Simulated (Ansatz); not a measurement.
Compare A (`O=C1OCS1`) with its isomer B (`O=C1SC1O`).

Computed with Ansatz on PBE0-D4/def2-TZVP structures; ΔE is electronic, products minus reactants. CCSD(T)/CBS is the MP2 limit (def2-TZVPP, def2-QZVPP) plus CCSD(T) − MP2 in def2-TZVPP, frozen cores. Functionals use def2-TZVPP. B3LYP here is the variant with VWN-RPA as its local correlation; programs differ in this. One conformer a species, not always the lowest.

Which isomer does CCSD(T)/CBS put lower? Give the gap. (Estimate.)

Computed: A, by 18.6 kcal/mol.

Give E(B) − E(A) in kcal/mol with PBE0-D4, B2PLYP, CCSD/def2-TZVPP, B3LYP, ωB97M-V, PBE-D4, r2SCAN-D4. (Estimate.)

Computed: PBE0-D4 18.3, B2PLYP 17.8, CCSD/def2-TZVPP 20.6, B3LYP 17.4, ωB97M-V 20.1, PBE-D4 15.6, r2SCAN-D4 16.8. None reverses the order clearly.

Does the order hold for the free energy at 298.15 K (harmonic terms from PBE0-D4)? (An estimate is asked.)

Ansatz gave: Yes: G(B) − G(A) = +17.1 kcal/mol, for one conformer each.

Largest T1 diagnostic: 0.018.

Leaving LDA and LC-ωPBE aside and taking each functional with its dispersion term where it has one, the values, not all of them listed here, spread over 6.2 kcal/mol, from BLYP-D4 to ωB97X-V. LDA lies +1.5 kcal/mol from PBE without D4. From r2SCAN to r2SCAN0 (25 % exact exchange), in def2-TZVPP and without D4, E(B) − E(A) moves by +1.9 kcal/mol.
